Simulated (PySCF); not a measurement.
PySCF input (CCSD(T)/cc-pVDZ):

```python
from pyscf import gto, scf, mp, cc as ccmod

mol = gto.M(
    atom='''
    C    -0.00084066    0.06417934   -1.20111192
    Si    0.00020234    0.04776781    0.68085373
    H     0.00228281   -0.95744935   -1.59188620
    H    -0.88652208    0.57124442   -1.58638550
    H     0.88111184    0.57700419   -1.58731491
    H    -1.21072394   -0.62626610    1.22079099
    H     1.21606260   -0.61835849    1.21951500
    ''',
    basis='cc-pvdz',
    charge=0,
    spin=1,
    verbose=4,
)

mf = scf.UHF(mol)
mf.conv_tol = 1e-10
mf.max_cycle = 100
mf.kernel()
mo, _, stable, _ = mf.stability(return_status=True)
if not stable:
    mf.kernel(mf.make_rdm1(mo, mf.mo_occ))
mp2 = mp.MP2(mf, frozen=6).run()
cc = ccmod.CCSD(mf, frozen=6)
cc.max_cycle = 100
cc.kernel()
et = cc.ccsd_t()
print(f'E(CCSD(T)) = {cc.e_tot + et:.9f}')
```

Output:

```
PySCF version 2.14.0

[INPUT] verbose = 4
[INPUT] num. atoms = 7
[INPUT] num. electrons = 25
[INPUT] charge = 0
[INPUT] spin (= nelec alpha-beta = 2S) = 1
[INPUT] symmetry False subgroup None
[INPUT] Mole.unit = angstrom
[INPUT] Symbol           X                Y                Z      unit          X                Y                Z       unit  Magmom
[INPUT]  1 C     -0.000840660000   0.064179340000  -1.201111920000 AA   -0.001588617164   0.121281375455  -2.269772573751 Bohr   0.0
[INPUT]  2 Si     0.000202340000   0.047767810000   0.680853730000 AA    0.000382367184   0.090268078470   1.286627080589 Bohr   0.0
[INPUT]  3 H      0.002282810000  -0.957449350000  -1.591886200000 AA    0.004313885694  -1.809317049643  -3.008228939475 Bohr   0.0
[INPUT]  4 H     -0.886522080000   0.571244420000  -1.586385500000 AA   -1.675283934580   1.079495503986  -2.997834122981 Bohr   0.0
[INPUT]  5 H      0.881111840000   0.577004190000  -1.587314910000 AA    1.665060062712   1.090379891827  -2.999590453339 Bohr   0.0
[INPUT]  6 H     -1.210723940000  -0.626266100000   1.220790990000 AA   -2.287936659054  -1.183471410099   2.306960626437 Bohr   0.0
[INPUT]  7 H      1.216062600000  -0.618358490000   1.219515000000 AA    2.298025264327  -1.168528192900   2.304549354799 Bohr   0.0

nuclear repulsion = 55.5988350332599
number of shells = 25
number of NR pGTOs = 102
number of NR cGTOs = 57
basis = cc-pvdz
ecp = {}

******** <class 'pyscf.scf.uhf.UHF'> ********
method = UHF
initial guess = minao
damping factor = 0
level_shift factor = 0
DIIS = <class 'pyscf.scf.diis.CDIIS'>
diis_start_cycle = 1
diis_space = 8
diis_damp = 0
SCF conv_tol = 1e-10
SCF conv_tol_grad = None
SCF max_cycles = 100
direct_scf = True
direct_scf_tol = 1e-13
number electrons alpha = 13  beta = 12
Set gradient conv threshold to 1e-05
init E= -329.521549918674
  alpha nocc = 13  HOMO = -0.108490115859392  LUMO = 0.10439984332428
  beta  nocc = 12  HOMO = -0.355248707582996  LUMO = -0.108490115859392

WARN: HOMO -0.108490115859392 >= LUMO -0.108490115859392

cycle= 1 E= -329.642117556455  delta_E= -0.121  |g|= 0.159  |ddm|= 1.43
  alpha nocc = 13  HOMO = -0.312805289148308  LUMO = 0.158895072060885
  beta  nocc = 12  HOMO = -0.45762961687026  LUMO = 0.0354810058455173
  HOMO = -0.312805289148  LUMO = 0.0354810058455  gap/eV = 9.47735
cycle= 2 E= -329.668178770884  delta_E= -0.0261  |g|= 0.0488  |ddm|= 0.215
  alpha nocc = 13  HOMO = -0.310214120909036  LUMO = 0.172294201308176
  beta  nocc = 12  HOMO = -0.442243599383121  LUMO = 0.065402316215609
  HOMO = -0.310214120909  LUMO = 0.0654023162156  gap/eV = 10.22104
cycle= 3 E= -329.671536902507  delta_E= -0.00336  |g|= 0.0139  |ddm|= 0.0832
  alpha nocc = 13  HOMO = -0.317140259190575  LUMO = 0.170192438373924
  beta  nocc = 12  HOMO = -0.450877268183763  LUMO = 0.0635790821682205
  HOMO = -0.317140259191  LUMO = 0.0635790821682  gap/eV = 10.35990
cycle= 4 E= -329.671806760567  delta_E= -0.00027  |g|= 0.00606  |ddm|= 0.0216
  alpha nocc = 13  HOMO = -0.319051632377265  LUMO = 0.170451845169948
  beta  nocc = 12  HOMO = -0.450669057337111  LUMO = 0.0641256751259056
  HOMO = -0.319051632377  LUMO = 0.0641256751259  gap/eV = 10.42679
cycle= 5 E= -329.671877282544  delta_E= -7.05e-05  |g|= 0.00241  |ddm|= 0.0126
  alpha nocc = 13  HOMO = -0.319208887448877  LUMO = 0.170511625214507
  beta  nocc = 12  HOMO = -0.450934350431242  LUMO = 0.0647840528734198
  HOMO = -0.319208887449  LUMO = 0.0647840528734  gap/eV = 10.44898
cycle= 6 E= -329.671890429516  delta_E= -1.31e-05  |g|= 0.000887  |ddm|= 0.00624
  alpha nocc = 13  HOMO = -0.319329763805734  LUMO = 0.170559683296139
  beta  nocc = 12  HOMO = -0.451009425658736  LUMO = 0.0647766700034826
  HOMO = -0.319329763806  LUMO = 0.0647766700035  gap/eV = 10.45207
cycle= 7 E= -329.671892271513  delta_E= -1.84e-06  |g|= 0.000296  |ddm|= 0.0025
  alpha nocc = 13  HOMO = -0.319274350741083  LUMO = 0.170567970949967
  beta  nocc = 12  HOMO = -0.45104805030049  LUMO = 0.0647746740681439
  HOMO = -0.319274350741  LUMO = 0.0647746740681  gap/eV = 10.45051
cycle= 8 E= -329.671892488842  delta_E= -2.17e-07  |g|= 0.000121  |ddm|= 0.000885
  alpha nocc = 13  HOMO = -0.319270470713559  LUMO = 0.17056711782406
  beta  nocc = 12  HOMO = -0.451086891170652  LUMO = 0.064769894649102
  HOMO = -0.319270470714  LUMO = 0.0647698946491  gap/eV = 10.45027
cycle= 9 E= -329.671892529873  delta_E= -4.1e-08  |g|= 4.35e-05  |ddm|= 0.000563
  alpha nocc = 13  HOMO = -0.319269128488333  LUMO = 0.170566890843398
  beta  nocc = 12  HOMO = -0.451095318106083  LUMO = 0.064774294356126
  HOMO = -0.319269128488  LUMO = 0.0647742943561  gap/eV = 10.45035
cycle= 10 E= -329.671892534894  delta_E= -5.02e-09  |g|= 1.07e-05  |ddm|= 0.000225
  alpha nocc = 13  HOMO = -0.319269500268686  LUMO = 0.170567141685863
  beta  nocc = 12  HOMO = -0.451095322487357  LUMO = 0.0647748826919394
  HOMO = -0.319269500269  LUMO = 0.0647748826919  gap/eV = 10.45038
cycle= 11 E= -329.671892535127  delta_E= -2.33e-10  |g|= 4.42e-06  |ddm|= 2.73e-05
  alpha nocc = 13  HOMO = -0.319269754425283  LUMO = 0.170567185208755
  beta  nocc = 12  HOMO = -0.45109553225203  LUMO = 0.06477472560054
  HOMO = -0.319269754425  LUMO = 0.0647747256005  gap/eV = 10.45038
cycle= 12 E= -329.671892535174  delta_E= -4.63e-11  |g|= 1.57e-06  |ddm|= 1.51e-05
  alpha nocc = 13  HOMO = -0.31926970347578  LUMO = 0.170567159553675
  beta  nocc = 12  HOMO = -0.4510955783216  LUMO = 0.0647747048543108
  HOMO = -0.319269703476  LUMO = 0.0647747048543  gap/eV = 10.45038
Extra cycle  E= -329.671892535178  delta_E= -3.87e-12  |g|= 1.03e-06  |ddm|= 2.1e-06
converged SCF energy = -329.671892535178  <S^2> = 0.75366621  2S+1 = 2.0036629
uhf_internal: lowest eigs of H = [0.41634884 0.43907668 0.4446305 ]
<class 'pyscf.scf.uhf.UHF'> wavefunction is stable in the internal stability analysis

******** <class 'pyscf.mp.ump2.UMP2'> ********
nocc = (np.int64(7), np.int64(6)), nmo = (51, 51)
frozen orbitals 6
E(UMP2) = -329.908919869044  E_corr = -0.237027333865828
E(SCS-UMP2) = -329.916505104368  E_corr = -0.244612569190296
E_corr(same-spin) = -0.0459464209023442
E_corr(oppo-spin) = -0.191080912963484

******** <class 'pyscf.cc.uccsd.UCCSD'> ********
CC2 = 0
CCSD nocc = (np.int64(7), np.int64(6)), nmo = (51, 51)
frozen orbitals 6
max_cycle = 100
direct = 0
conv_tol = 1e-07
conv_tol_normt = 1e-06
diis_space = 6
diis_start_cycle = 0
diis_start_energy_diff = 1e+09
Init t2, MP2 energy = -0.237027334242247
Init E_corr(UCCSD) = -0.237027334243215
cycle = 1  E_corr(UCCSD) = -0.264947232735511  dE = -0.0279198985  norm(t1,t2) = 0.0618754
cycle = 2  E_corr(UCCSD) = -0.272290450421767  dE = -0.00734321769  norm(t1,t2) = 0.021131
cycle = 3  E_corr(UCCSD) = -0.275672686094694  dE = -0.00338223567  norm(t1,t2) = 0.00946485
cycle = 4  E_corr(UCCSD) = -0.275668544815165  dE = 4.14127953e-06  norm(t1,t2) = 0.00220201
cycle = 5  E_corr(UCCSD) = -0.275593931161569  dE = 7.46136536e-05  norm(t1,t2) = 0.000885368
cycle = 6  E_corr(UCCSD) = -0.275601504588246  dE = -7.57342668e-06  norm(t1,t2) = 0.000315666
cycle = 7  E_corr(UCCSD) = -0.275605163916843  dE = -3.6593286e-06  norm(t1,t2) = 9.75497e-05
cycle = 8  E_corr(UCCSD) = -0.275604547405639  dE = 6.16511204e-07  norm(t1,t2) = 3.47196e-05
cycle = 9  E_corr(UCCSD) = -0.275604703586209  dE = -1.5618057e-07  norm(t1,t2) = 1.25235e-05
cycle = 10  E_corr(UCCSD) = -0.275604537560972  dE = 1.66025237e-07  norm(t1,t2) = 4.08709e-06
cycle = 11  E_corr(UCCSD) = -0.275604446559239  dE = 9.10017332e-08  norm(t1,t2) = 1.65135e-06
cycle = 12  E_corr(UCCSD) = -0.275604418626115  dE = 2.79331235e-08  norm(t1,t2) = 6.06367e-07
UCCSD converged
E(UCCSD) = -329.9474969538038  E_corr = -0.2756044186261151
UCCSD(T) correction = -0.00680807287443072
E(CCSD(T)) = -329.954305027
```

It need not be the lowest isomer of its formula.
